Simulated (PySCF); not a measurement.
CHN, SMILES [C-]#[NH+] (connectivity only; charge and spin as stated), charge +1, multiplicity 2. Geometry optimised at B3LYP-D3(BJ)/def2-TZVPD. The spin state was assumed, not searched.

These are B3LYP-D3(BJ)/def2-TZVPD run with PySCF values and carry that method's errors.

Harmonic wavenumbers (cm⁻¹): 617, 617, 2320, 3542. Rotational constants (GHz): 47.78 (linear); symmetry number 1.

### Question
Work out the zero-point energy and the ideal-gas rigid-rotor harmonic-oscillator thermochemistry at 298.15 K and 1 atm.

### Answer
ZPE = ½ Σ hcν = ½ × 7095 cm⁻¹ = 10.14 kcal/mol. H − E(el) = 12.41 kcal/mol. Entropy in cal/(mol K): translation 35.82, rotation 11.66, vibration 0.84, spin 1.38, total 49.70. G − E(el) = -2.41 kcal/mol. Cp = 8.95 cal/(mol K).
